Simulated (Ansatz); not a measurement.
`BC`, charge 0, multiplicity 1.

Question: Give a relaxed structure at PBE0-D4/def2-TZVP (Ansatz). (An estimate is asked.)

Answer: The calculation gave: 
Cartesian coordinates in Å:
```
B -0.5547 -0.6818 0.0190
C 0.4374 0.5060 0.0622
H -0.1871 -1.7805 -0.2885
H -1.7235 -0.5158 0.2267
H 1.4781 0.2361 0.2503
H 0.4116 0.8973 -0.9709
H 0.1381 1.3387 0.7012
```
Point group Cs.
